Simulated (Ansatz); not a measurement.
```yaml
crystal:
  periodic: [false, false, false]
  atoms:
    - {symbol: Ag, position_ang: [0.000000, 0.000000, 0.000000]}
    - {symbol: S, position_ang: [0.000000, 0.000000, 2.500000]}
basis:
  gaussian: {orbitals: def2-TZVP}
magnetization: {spin_polarized: true, initial_magnetization: 1}
hamiltonian: {xc: pbe0}
relax: {f_tol: 0.004, max_steps: 80}
```

```sh
$ ansatz run in.yaml --threads 1 --pin off --events-out ev --progress --plain --max-ram 2176MiB
```

Steps of the relaxation (energy above the last step; positions in Å, forces in eV/Å):

```
2
step 1, 163.1 meV
Ag    0.000    0.000    0.000    0.000    0.000    1.338
S     0.000    0.000    2.500    0.000    0.000   -1.338
```

```
2
step 2, 1.1 meV
Ag    0.000    0.000    0.098    0.000    0.000    0.141
S     0.000    0.000    2.402    0.000    0.000   -0.141
```

```
2
step 3, 0.0 meV
Ag    0.000    0.000    0.107    0.000    0.000   -0.025
S     0.000    0.000    2.393    0.000    0.000    0.025
```

```
2
step 4, 0.0 meV
Ag    0.000    0.000    0.105    0.000    0.000    0.000
S     0.000    0.000    2.395    0.000    0.000    0.000
```

Close pairs at the end: Ag1–S2 2.289 Å.

A stationary point of unrestricted PBE0 after 4 steps, with ⟨S²⟩ = 0.758 against 0.75 for a pure state. 12 s on 1 thread of Intel Xeon 6975P-C, shared host.
